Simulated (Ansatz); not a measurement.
Born–Oppenheimer molecular dynamics of H3NSi (5 atoms, charge 0, multiplicity 1). It starts from a rough guess of a transition structure, not a stationary point.

The calculation used Ansatz 0.2.0, UKS B3LYP/cc-pVDZ.

```json
{
 "ensemble": "NVE (velocity Verlet)",
 "time step": "0.5 fs",
 "steps asked": "150",
 "starting velocities drawn for": "300 K",
 "seed": "380263"
}
```

First frame:

```xyz
5
Properties=species:S:1:pos:R:3
H -0.640 -0.969 -0.084
N 0.356 -0.606 0.492
Si 0.347 0.181 -1.027
H -0.191 1.558 -0.760
H 0.128 -0.164 1.379
```

How far do the bonds stretch over the last three quarters of this one trajectory? (Pairs bonded in most of those frames.)


```csv
bond,mean (Å),spread (Å),shortest,longest
H1–N2,1.084,0.081,0.95,1.20
N2–Si3,1.820,0.074,1.70,1.92
N2–H5,1.031,0.033,0.98,1.08
Si3–H4,1.569,0.052,1.48,1.64
```

Pairs bonded in part of these frames only: H1–Si3 5 %.

Mean temperature of the second half: 2203 K. The conserved energy stayed within 1.4 meV per atom of its start (net change -0.027 meV per atom), so the integration is sound. The kinetic energy rose, since the run started high on the potential surface and went downhill. A run of 0.075 ps of so small a system gives no equilibrium averages. The orbitals were unrestricted but ended closed-shell.

Run time: 2.3 min on 1 thread of Intel(R) Xeon(R) 6975P-C (Granite Rapids), with other jobs on the host, peak memory 0.13 GiB.
